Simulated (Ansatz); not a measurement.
A run of Ansatz (development build ahead of 0.2.0) on triplet SO at this shape:

```json
{"atom": "S", "x (Å)": "0.0000", "y (Å)": "0.0000", "z (Å)": "0.0000"}
{"atom": "O", "x (Å)": "0.0000", "y (Å)": "0.0000", "z (Å)": "3.7000"}
```

Its results:

```
Converged                       : yes
Total energy                    : -472.92929 hartree
Spin squared of the determinant : 2.000
Stability test                  : minimum among restricted orbitals
```

Question: Which input gives this output? Name the method, the orbitals and the basis set, and write the input.

Answer: PBE0 (restricted open-shell) in pcseg-2.

```yaml
crystal:
  periodic: [false, false, false]
  atoms:
    - { symbol: S, position_ang: [0.0, 0.0, 0.0] }
    - { symbol: O, position_ang: [0.0, 0.0, 3.7] }
basis:
  gaussian: { orbitals: pcseg-2 }
magnetization:
  initial_magnetization: 2
hamiltonian:
  xc: pbe0
```

Caution: stretched shape with no unrestricted run beside it, a lower state can exist; charge can spread falsely over distant fragments.
